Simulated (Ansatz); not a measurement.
Ansatz (a first-principles code) input file for Cl2, SMILES ClCl (connectivity only; charge and spin as stated), charge +1, multiplicity 2, PBE-D3(BJ)/def2-TZVPD. 

Ansatz 0.2 input:
```yaml
crystal:
  periodic: [false, false, false]
  atoms:
    - {symbol: Cl, position_ang: [0.00000000, 0.00000000, -0.94173290]}
    - {symbol: Cl, position_ang: [0.00000000, 0.00000000, 0.94173290]}
basis:
  gaussian:
    orbitals: def2-TZVPD
hamiltonian:
  xc: pbe
  dispersion: d3bj
total_charge: 1
magnetization: {spin_polarized: true, initial_magnetization: 1}
relax: {f_tol: 0.002, max_steps: 200}
```

Output:

```
WARN ansatz: RAYON_NUM_THREADS=1 ignored (pool sized by the plan → 1); use --threads N
Functional definition: PBE
integrals: 0.02 GiB planned
560 factors; their error is unknown
mean field: 0.23 GiB planned
mean field evaluation 1: about -25022.7341 eV, gradient 1.7e1 eV
mean field evaluation 2: about -25022.3909 eV, gradient 2.0e1 eV
mean field evaluation 4: about -25023.9606 eV, gradient 1.0e0 eV
mean field evaluation 8: about -25023.9586 eV, gradient 5.8e-3 eV
mean field evaluation 16: about -25023.7989 eV, gradient 5.6e0 eV
mean field -25023.95856706 eV, -919.6135154912 hartree, gradient 4.9e-6 eV, S^2 0.752195; 1 other end points of the search recorded, 0 dependent functions left out
the calculation of the forces begins
reference -25023.95859264 eV, -919.6135164313 hartree; 17, 16 occupied and 75, 76 virtual orbitals, 560 factors
relax step   1: F+E_penalty+E_count = -25023.98683809 eV  Δ(F+E_penalty+E_count) = +0.000e0 eV  max|allowed force component| = 8.230e-1 eV/Å  Δτ_max = 0.0000 Å  (47 SCF iters, accepted)
these checks for a lower state are left out or cut short: starts, cluster_reference, orbital_swaps, neighbouring_geometries, increment
integrals: 0.02 GiB planned
560 factors; their error is unknown
mean field: 0.23 GiB planned
mean field -25023.97046339 eV, -919.6139526733 hartree, gradient 8.5e-5 eV, S^2 0.752170; 0 other end points of the search recorded, 0 dependent functions left out
the calculation of the forces begins
reference -25023.97048872 eV, -919.6139536040 hartree; 17, 16 occupied and 75, 76 virtual orbitals, 560 factors
relax step   2: F+E_penalty+E_count = -25023.99870931 eV  Δ(F+E_penalty+E_count) = -1.187e-2 eV  max|allowed force component| = 1.182e-1 eV/Å  Δτ_max = 0.0128 Å  (29 SCF iters, accepted)
these checks for a lower state are left out or cut short: starts, cluster_reference, orbital_swaps, neighbouring_geometries, increment
integrals: 0.02 GiB planned
560 factors; their error is unknown
mean field: 0.23 GiB planned
mean field evaluation 32: about -25023.9798 eV, gradient 1.6e-4 eV
mean field -25023.97074108 eV, -919.6139628779 hartree, gradient 8.5e-5 eV, S^2 0.752165; 0 other end points of the search recorded, 0 dependent functions left out
the calculation of the forces begins
reference -25023.97076636 eV, -919.6139638070 hartree; 17, 16 occupied and 75, 76 virtual orbitals, 560 factors
relax step   3: F+E_penalty+E_count = -25023.99898238 eV  Δ(F+E_penalty+E_count) = -2.731e-4 eV  max|allowed force component| = 3.078e-3 eV/Å  Δτ_max = 0.0023 Å  (29 SCF iters, accepted)
these checks for a lower state are left out or cut short: starts, cluster_reference, orbital_swaps, neighbouring_geometries, increment
integrals: 0.02 GiB planned
560 factors; their error is unknown
mean field: 0.23 GiB planned
mean field -25023.97074141 eV, -919.6139628901 hartree, gradient 1.1e-5 eV, S^2 0.752165; 0 other end points of the search recorded, 0 dependent functions left out
the calculation of the forces begins
reference -25023.97076669 eV, -919.6139638192 hartree; 17, 16 occupied and 75, 76 virtual orbitals, 560 factors
relax step   4: F+E_penalty+E_count = -25023.99898256 eV  Δ(F+E_penalty+E_count) = -1.814e-7 eV  max|allowed force component| = 5.915e-4 eV/Å  Δτ_max = 0.0001 Å  (22 SCF iters, accepted)
integrals: 0.02 GiB planned
560 factors; their error is unknown
mean field: 0.23 GiB planned
mean field evaluation 64: about -25023.9707 eV, gradient 1.2e-5 eV
mean field -25023.97074141 eV, -919.6139628901 hartree, gradient 1.1e-5 eV, S^2 0.752165; 2 other end points of the search recorded, 0 dependent functions left out
the calculation of the forces begins
reference -25023.97076669 eV, -919.6139638192 hartree; 17, 16 occupied and 75, 76 virtual orbitals, 560 factors
Total energy: -25023.99900784 eV, -919.6150016623 hartree
Atom 0 at     0.000000    -0.000000    -0.956883 Å, force    -0.000000    -0.000000     0.000591 eV/Å
Atom 1 at    -0.000000     0.000000     0.956883 Å, force     0.000000     0.000000    -0.000591 eV/Å
Dipole moment:     0.000000     0.000000    -0.000000 e Å
```

The calculation finished and met its thresholds.
